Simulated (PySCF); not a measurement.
Atomic charges by several schemes

BClH3 (charge -1).
Structure used (PBE0-D3(BJ)/def2-SVP), in Å, numbered top down from 1:
```
atom  x, y, z in Å
B1     0.4448    0.0927    0.2697
Cl2    2.3854    0.1258    0.1659
H3     0.0170   -0.5278   -0.7136
H4     0.0386    1.2631    0.2619
H5     0.1248   -0.4768    1.3223
```

Density: PBE0/pcSseg-1 (PySCF); schemes: Mulliken, IAO, Hirshfeld and ESP-fitted. Geometry: PBE0-D3(BJ)/def2-SVP; no solvent, vibrations or thermal averaging. The pcSseg-1 basis has no diffuse functions, a weakness for an anion.

Problem. Which atoms carry the highest charge in the Mulliken, IAO, Hirshfeld and ESP-fitted schemes?

Solution. The schemes don't all agree: Mulliken B1 (-0.045); IAO H3, H4 and H5 (-0.064); Hirshfeld H3, H4 and H5 (-0.153); ESP-fitted B1 (+0.147).

Problem. Do the Mulliken, IAO, Hirshfeld and ESP-fitted schemes agree on where the charge is lowest?

Solution. The schemes don't all agree: Mulliken Cl2 (-0.532); IAO B1 (-0.420); Hirshfeld Cl2 (-0.373); ESP-fitted Cl2 (-0.504).

Problem. What partial charge does each atom carry?

Solution. In e:

```
atom            environment  Mulliken     IAO  Hirshfeld  ESP-fitted
  B1  four-coordinate boron    -0.045  -0.420     -0.167      +0.147
 Cl2   chlorine bonded to B    -0.532  -0.388     -0.373      -0.504
  H3           B–H hydrogen    -0.141  -0.064     -0.153      -0.214
  H4           B–H hydrogen    -0.141  -0.064     -0.153      -0.215
  H5           B–H hydrogen    -0.141  -0.064     -0.153      -0.215
```

Mean size of the charges over all atoms: ESP-fitted 0.259 e, IAO 0.200 e, Hirshfeld 0.200 e, Mulliken 0.200 e. Each set sums to the total charge, -1, to within 0.001 e. The Mulliken scheme counts on each atom the diagonal of the density matrix times the overlap matrix over that atom's basis functions.

Problem. How many electrons does the Hirshfeld scheme count on B1?

Solution. Z − q = 5 − (-0.167) = 5.167.

Problem. Sum the charges by element, for elements with more than one atom.

Solution. 
```json
{"element": "H", "atoms": "3", "Mulliken": "-0.422", "IAO": "-0.192", "Hirshfeld": "-0.460", "ESP-fitted": "-0.643"}
```
